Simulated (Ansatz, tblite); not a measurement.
Removing and adding an electron: MgCl₂. Total charge 0; singlet. Geometry: PBE0-D4/def2-TZVP. Ansatz, gas phase; energy differences of separate SCF runs; the oxidised species was run as a doublet alone; the reduced species was run as a doublet alone.

```xyz
3

Mg   -0.004   -0.005   -0.002
Cl    1.105   -0.254   -1.848
Cl   -1.101    0.259    1.850
```

The xTB rows come from tblite. Correlated methods freeze 11 core orbitals; core or outer-core shells of Mg are correlated, in sets that lack core-valence functions. HOMO above LUMO, or a gap near zero within one spin, warns that the state may not be the lowest or that an electron is smeared out.

```csv
level,−HOMO (eV),vertical IE (eV),−LUMO (eV),vertical EA (eV),HOMO–LUMO gap (eV),IE − EA (eV),remarks
HF/def2-TZVPD,–,–,–,-0.15,–,–,–
PBE-D4/def2-TZVP,7.63,10.70,2.50,–,5.12,–,gap within one spin near zero (+1 doublet)
r2SCAN-D4/def2-TZVPD,7.99,–,2.01,0.44,5.97,–,HOMO above zero (-1 doublet)
MP2/def2-TZVPD,–,–,–,0.31,–,–,–
CCSD/def2-TZVPD,–,–,–,0.29,–,–,–
CCSD/def2-TZVPP,–,11.63,–,–,–,–,–
CCSD(T)/def2-TZVPD,–,–,–,0.34,–,–,–
CCSD(T)/def2-TZVPP,–,11.68,–,–,–,–,–
```

Estimate the rows for GFN1-xTB, GFN2-xTB, HF/def2-TZVPP, PBE-D4/def2-TZVPD, r2SCAN-D4/def2-TZVP, PBE0-D4/def2-TZVP, PBE0-D4/def2-TZVPD, MP2/def2-TZVPP.


```
              level  −HOMO (eV)  vertical IE (eV)  −LUMO (eV)  vertical EA (eV)  HOMO–LUMO gap (eV)  IE − EA (eV)                                     remarks
           GFN1-xTB       13.16             15.67        9.40              6.51                3.76          9.16                                           –
           GFN2-xTB       11.68             14.69        9.11              6.13                2.57          8.56                                           –
      HF/def2-TZVPP           –             10.68           –                 –                   –             –                                           –
  PBE-D4/def2-TZVPD        7.66                 –        2.53              0.55                5.13             –                HOMO above zero (-1 doublet)
r2SCAN-D4/def2-TZVP        7.98             10.93        2.02                 –                5.96             –  gap within one spin near zero (+1 doublet)
  PBE0-D4/def2-TZVP        9.02             11.16        1.79                 –                7.23             –                                           –
 PBE0-D4/def2-TZVPD        9.03                 –        1.81              0.48                7.22             –                HOMO above zero (-1 doublet)
     MP2/def2-TZVPP           –             11.82           –                 –                   –             –                                           –
```

   A HOMO above zero means that the electron is unbound at that level or that self-interaction error raises the level; the energy of removing that electron tells which. Raw xTB energy differences between charge states are shifted by several eV; the methods need an empirical correction for them. A negative affinity means that the extra electron isn't bound; its size then hangs on the basis.
